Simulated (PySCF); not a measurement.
Cartesian coordinates in Å; atom numbers follow the order of the lines, from 1:
```xyz
10

C     1.6543    0.1958    0.1424
C     0.5272   -0.1837   -0.4553
C    -0.7610   -0.3910    0.2811
F    -1.2286   -1.6655    0.0836
C    -1.7829    0.5675   -0.1744
N    -2.5699    1.3366   -0.5290
H     2.5748    0.3480   -0.4261
H     1.6995    0.3748    1.2214
H     0.4823   -0.3566   -1.5357
H    -0.6121   -0.2348    1.3639
```

[PySCF 2.14: geometry: PBE0-D3(BJ)/def2-SVP; NMR shieldings at PBE/pcSseg-2/GIAO; single conformer; no relativistic terms; no solvent]

References, each an isolated molecule treated in the same way: ¹³C and ¹H vs TMS; ¹⁹F vs CFCl3; NH3 for ¹⁵N.

```tsv
atoms	nucleus	count	δ (ppm)
F4	¹⁹F	1	-211.1
C5	¹³C	1	121.1
C3	¹³C	1	?
H7	¹H	1	?
H8	¹H	1	5.68
N6	¹⁵N	1	314.0
H10	¹H	1	5.26
C1	¹³C	1	133.3
H9	¹H	1	?
C2	¹³C	1	144.5
```

Task: Complete the table.

Result: 
- C3: 87.5 ppm, allylic sp3 CH bonded to F; pulled downfield by the heteroatom
- H9: 6.33 ppm, hydrogen on an alkene CH; attached to an sp2 carbon and in the plane of the double bond
- H7: 5.72 ppm, hydrogen on a terminal =CH2 carbon; a vinylic proton, deshielded by the sp2 carbon and the C=C anisotropy

Shifts are as computed, not scaled to solution data. Of 1211 compounds with measured shifts, 218 miss one by over three times the rms of a fit or turn the order of signals round; such compounds aren't used in these exercises. Unscaled 19F shifts against computed CFCl3 carry errors that often reach 10 to 50 ppm. Experimental scales use liquid or dissolved standards, which lie at an offset from isolated NH3 (liquid NH3: subtract about 20 ppm). Unscaled 15N shifts of sp2 nitrogen come out 20 to 40 ppm too high even then.
